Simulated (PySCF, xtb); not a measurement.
Si(H)3(Me) cation (CH6Si), SMILES C[SiH3] (connectivity only; charge and spin as stated), charge +1, multiplicity 2.

Harmonic wavenumbers (cm⁻¹) from GFN2-xTB run with xtb 6.7.1 at its own minimum, in rising order: 147, 246, 381, 476, 601, 709, 773, 787, 926, 1244, 1366, 1369, 1907, 2062, 2081, 2988, 3008, 3023.

### Question
What does B3LYP-D3(BJ)/def2-TZVP (PySCF) give at its own minimum? (An estimate is asked for; the answer gives what the named calculation found.)

### Answer
148, 281, 332, 332, 419, 419, 830, 936, 936, 1117, 1400, 1400, 2259, 2320, 2320, 3047, 3217, 3217. Paired by order, the mean absolute difference is 135 cm⁻¹ and the zero-point energies are 34.4 and 35.6 kcal/mol.
